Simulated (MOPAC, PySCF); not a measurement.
C₃H₄, SMILES `C#CC`, neutral singlet in the gas phase. 

Cartesian coordinates (Å):
```xyz
7

C      1.6972     0.0632     0.1272
C      0.5018     0.0187     0.0376
C     -0.9473    -0.0353    -0.0710
H      2.7554     0.1027     0.2065
H     -1.4020    -0.2692     0.8937
H     -1.2564    -0.8020    -0.7842
H     -1.3487     0.9219    -0.4097
```
Charge 0, spin multiplicity 1.

All levels are single points at this geometry (B3LYP-D3(BJ)/def2-TZVP); Pople sets use spherical d functions. Orbital energies aren't observables, and empty levels follow the basis.

AM1 in MOPAC gives HOMO (eV) = -10.79.

**Question.** Estimate the HOMO (eV) from each of these levels: M06-2X/def2-TZVP in PySCF; B3LYP/3-21G in PySCF; BP86/6-31G* in PySCF; PBE/6-31G* in PySCF; PM3 in MOPAC.

**Answer.** 
| level | HOMO (eV) |
|---|---|
| M06-2X/def2-TZVP in PySCF | -9.01 |
| B3LYP/3-21G in PySCF | -7.27 |
| BP86/6-31G* in PySCF | -6.17 |
| PBE/6-31G* in PySCF | -6.07 |
| PM3 in MOPAC | -10.88 |
